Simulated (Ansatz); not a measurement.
Species: BCl$_{2}$, charge 0, multiplicity 2. It need not be the lowest isomer of its formula. 
Coordinates optimised at B3LYP-D3(BJ)/def2-TZVP (Ansatz, a program for electronic structure):
SMILES: Cl[B]Cl
```xyz
3

B     -0.0053     0.6863    -0.0382
Cl     1.5376    -0.0889     0.0100
Cl    -1.5361    -0.1130     0.0012
```
Charge 0, spin multiplicity 2.

Parts of the frozen-core correlation energy in 6-31G* (Ansatz, hartree). Frozen orbitals: 11; correlated occupied orbitals by spin: 9 and 8; virtual: 33 and 34. UHF or UKS for open shells. No spin-orbit coupling. No relativistic terms.

```json
[
 {"term": "reference (HF)", "value": "-943.66630"},
 {"term": "MP2 opposite-spin", "value": "(withheld)"},
 {"term": "MP2 same-spin", "value": "(withheld)"},
 {"term": "CCSD correlation", "value": "(withheld)"},
 {"term": "(T)", "value": "-0.01048"},
 {"term": "T1 diagnostic", "value": "0.016"},
 {"term": "largest doubles amplitude", "value": "0.036"},
 {"term": "<S^2> of the reference", "value": "0.754"}
]
```

Task: Fill in the missing entries.

Result: 
- MP2 opposite-spin, value: -0.23039
- MP2 same-spin, value: -0.08649
- CCSD correlation, value: -0.34581
